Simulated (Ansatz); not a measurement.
CCSD(T) forces

CH2BF (SMILES C=BF), closed shell, displaced at random from a GFN2-xTB minimum.

| atom | x (Å) | y (Å) | z (Å) |
| --- | --- | --- | --- |
| C1 | -0.3507 | 0.3540 | -0.2387 |
| B2 | 0.5074 | -0.5213 | 0.3587 |
| F3 | 1.2545 | -1.3752 | 0.9552 |
| H4 | -0.8125 | 1.1881 | 0.2474 |
| H5 | -0.5782 | 0.3627 | -1.2898 |

Ansatz 0.2.0; basis: def2-TZVPP; cores frozen in the correlated methods.

CCSD(T) forces from the calculation:
| atom | Fx | Fy | Fz (eV/Å) |
| --- | --- | --- | --- |
| C1 | -0.699 | 0.819 | -0.795 |
| B2 | 0.360 | -0.499 | 0.428 |
| F3 | 0.276 | -0.236 | 0.125 |
| H4 | -0.064 | 0.241 | 0.567 |
| H5 | 0.127 | -0.325 | -0.325 |

(1) Which atom feels the largest CCSD(T) force, and how large is it?

T1 diagnostic: at most 0.014. These are differences at one structure, and CCSD(T) in triple zeta is itself an approximation.

## Answers

(1) C1, 1.34 eV/Å, along (-0.52, 0.61, -0.59).

Root-mean-square difference of the force components from those of CCSD(T): PBE0-D4 0.191; wB97M-V 0.190; r2SCAN-D4 0.178; PBE-D4 0.216; r2SCANh-D4 0.197; B97M-V 0.215 eV/Å.

For scale, one of the runs: CCSD(T)/def2-TZVPP forces, 121 basis functions (an equivalent command: `ansatz run in.yaml --threads 4`). The run took 15 s on 4 CPU threads (shared host), with 0.96 GiB of host memory at its peak.
